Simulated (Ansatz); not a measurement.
Cost and result for the atomization energy of BH$_{3}$NO (`N[B]O`) radical (6 atoms, 5 bonds).

Charge 0, multiplicity 2. The structure was optimised at the PBE0-D4/def2-TZVP level. It is one conformer, not always the lowest. Program: Ansatz. Hardware: A = 2 threads of an AMD EPYC 7R13 on a shared host; B = 2 threads of an AMD EPYC 7R13 on a shared host and a share of an NVIDIA H100 80 GB. Times are those of one run each, without the atoms' runs, and a repeat can differ threefold. Electronic energies, without spin–orbit coupling; frozen cores. CCSD(T)/CBS extrapolates def2-TZVPP and def2-QZVPP, and its time is that of the two runs behind it. T1 = 0.014; ⟨S²⟩ of the reference is 0.75. B3LYP takes the VWN-RPA correlation (the form of Gaussian; ORCA's B3LYP/G).

CCSD(T)/CBS is a level of theory with its own doubt, some kJ/mol a heavy atom from the limit and from the frozen cores, so smaller differences don't rank the functionals.

```tsv
level	functions	wall time	atomization (kcal/mol)	difference from CCSD(T)/CBS	per bond
PBE-D4/def2-TZVPP (with forces) [A]	135	1.4 s	554.6	20.6	4.1
PBE0-D4/def2-TZVPP [A]	135	1.4 s	539.0	5.0	1.0
B3LYP-D4/def2-TZVPP (with forces) [A]	135	1.6 s	540.5	6.5	1.3
B2PLYP/def2-TZVPP [A]	135	2.3 s	534.0	0.0	0.0
r2SCAN-D4/def2-TZVPP (with forces) [A]	135	2.3 s	541.4	7.4	1.5
ωB97X-V/def2-TZVPP [A]	135	3.7 s	536.2	2.2	0.4
ωB97M-V/def2-TZVPP (with forces) [A]	135	4.8 s	538.7	4.7	0.9
CCSD(T)/def2-TZVPP [B]	135	6.5 s	517.6	-16.4	-3.3
CCSD(T)/def2-QZVPP [B]	261	14 s	527.4	-6.6	-1.3
CCSD(T)/CBS(def2)	–	21 s	534.0	0.0	0.0
```

In def2-TZVPP, CCSD(T) changes the Hartree–Fock value by +140.4 kcal/mol (the triples alone add +8.6 kcal/mol) and MP2 by +155.7 kcal/mol; breaking electron pairs costs correlation energy, which Hartree–Fock lacks. From PBE to PBE0 (25 % exact exchange), in def2-TZVPP and without D4, the atomization energy moves by −15.4 kcal/mol: exact exchange takes away binding that semilocal exchange gives to molecules. The D4 term adds +2.3 kcal/mol with B3LYP and +1.2 kcal/mol with PBE0; it sums over pairs of atoms, weighted by their polarisabilities, and B3LYP, whose exchange is more repulsive, gets the larger term.
